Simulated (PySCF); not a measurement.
Gas-phase reaction: 3 SiCl + 2 SiH₃ → 3 SiH₂Cl + 2 Si

Energies from PySCF, thermal terms from the rigid-rotor harmonic-oscillator model, ideal gas at 1 bar. 6-31G* has spherical d functions here. Open shells (unrestricted): SiCl (multiplicity 2, electronic degeneracy 4), SiH₃ (multiplicity 2), SiH₂Cl (multiplicity 2), Si (multiplicity 3, electronic degeneracy 9). Spin-orbit splitting is ignored; it lowers the true energy and changes the entropy of SiCl, Si. B3LYP is the form with VWN-RPA correlation. SiH₂Cl: computed as isolated molecules; such fragments, hydroxides, amides, oligomers or adducts are transient or little studied in the gas. The harmonic model lacks anharmonicity and excited electronic states, which grow with temperature; levels with a mode under 35 cm⁻¹ are left out.

ΔH° and ΔS° at 298 K: B3LYP/6-31G* 168 kJ, -27 J/K; HF/6-31G* 44 kJ, -28 J/K; PBE/def2-SVP 175 kJ, -26 J/K.

Question: With the heat capacities included, give log10 K (1 bar) at 1000, 1200, 1400, 2000, 2500 K from B3LYP/6-31G*, HF/6-31G*, PBE/def2-SVP.

Answer: 
| T (K) | B3LYP/6-31G* | HF/6-31G* | PBE/def2-SVP |
|---|---|---|---|
| 1000 | -10.0 | -3.6 | -10.3 |
| 1200 | -8.4 | -3.2 | -8.7 |
| 1400 | -7.3 | -2.8 | -7.6 |
| 2000 | -5.3 | -2.2 | -5.5 |
| 2500 | -4.3 | -1.9 | -4.4 |
